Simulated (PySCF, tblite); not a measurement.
# SiH₂F radical: geometry, infrared bands and EPR parameters

Wanted: the infrared bands and EPR parameters of SiH₂F radical (`F[SiH2]`), by calculation.

The runs use tblite 0.8.0 and PySCF 2.14.0, with density-fitted response routines of our own; the level of theory stands in each step. All values are computed, except where a source is named. Atoms count from 0, in the outputs and in this text.

### Step 1. Starting geometry

4 atoms, charge 0, multiplicity 2; geometry from: force field or distance geometry start.

Bonds of the start (Å): F0–Si1 1.69, Si1–H2 1.47, Si1–H3 1.48.

### Step 2. Geometry optimisation with GFN2-xTB

Job settings and geometry (Å):

```
{"job": {"kind": "relax", "xc": "GFN2-xTB", "basis": "xTB"}, "charge": 0, "multiplicity": 2}
F      1.522500    -0.270200    -0.118600
Si    -0.068200     0.002600     0.378500
H     -0.958700    -1.046500    -0.138200
H     -0.485300     1.318900    -0.144500
```

Launch:

```console
OMP_NUM_THREADS=1 python probes_run.py task.json out
```

One launch serves the whole session: the jobs run in the order shown.

**Question.** This job is followed by: GFN2-xTB harmonic vibrations, gas phase; UKS B3LYP, pcH-1 on F H Si, non-relativistic, mean-field spin-orbit, GIAO. What will the session give for the following? strongest single infrared mode (GFN2-xTB); zero-point energy (GFN2-xTB); g(iso) (B3LYP); ⟨S²⟩; largest a(iso) (averaged by class); potential on the surface of density 0.002 e/bohr³, 1st and 99th percentile.

As calculated:

| quantity | value |
| --- | --- |
| strongest single infrared mode (GFN2-xTB) | 2383 cm⁻¹, 553 km/mol |
| zero-point energy (GFN2-xTB) | 10.6 kcal/mol |
| g(iso) (B3LYP) | 2.00278 |
| ⟨S²⟩ | 0.751 (exact 0.75) |
| largest a(iso) (averaged by class) | 29Si on Si1, -585.9 MHz |
| potential on the surface of density 0.002 e/bohr³, 1st and 99th percentile | -1.11 V and 1.80 V |

The optimisation took 13 steps and gained 0.110 eV; among the close pairs (by a distance rule), F0–Si1 changed most, from 1.689 to 1.621 Å. No mode is imaginary among the 6: a minimum at this level. The strongest single mode, at 2383 cm⁻¹, moves mainly H3. Unscaled tight-binding wavenumbers are off by several per cent, some by more. Its intensities can rank the bands wrongly. Si1 carries the largest spin population, 0.87 e. The isotropic g lies 0.5 ppt above the free-electron value. The conformer search found further structures of the same energy, which may be mirror or relabelled copies of this one.
